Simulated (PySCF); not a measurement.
Isomers of C3H4FN, one conformer each; single-point electronic energies without zero-point terms and without any empirical dispersion term.

All values: PBE0/pcSseg-1 (PySCF, non-relativistic), each on one gas-phase PBE0-D3(BJ)/def2-SVP geometry that isn't relaxed in the solvent. The solvent is an IEF-PCM continuum (van der Waals radii × 1.2). Specific hydrogen bonds and non-electrostatic terms are outside this model.

| isomer | relative energy, gas (kcal/mol) | dipole (D) |
| --- | --- | --- |
| `[C@H](C#N)(C)F` | 0.0 | 3.63 |
| `FC[C@H]1C=N1` | 38.4 | 0.90 |

Task: How do the relative energies look in chloroform (ε = 4.711)?

Result: 
| isomer | relative energy, solvent (kcal/mol) | E(solvent) − E(gas) (kcal/mol) | dipole in solvent (D) |
| --- | --- | --- | --- |
| `[C@H](C#N)(C)F` | 0.0 | -4.6 | 4.29 |
| `FC[C@H]1C=N1` | 38.8 | -4.1 | 1.08 |

The order is unchanged. Conformers: `[F:1][CH2:2][C@H:3]1[CH:4]=[N:5]1` with F1–C2–C3–C4 80°. `[C@H](C#N)(C)F` gains most from the continuum, and it has the largest gas-phase dipole. The gains span 0.5 kcal/mol, the gas-phase energies 38.4 kcal/mol.
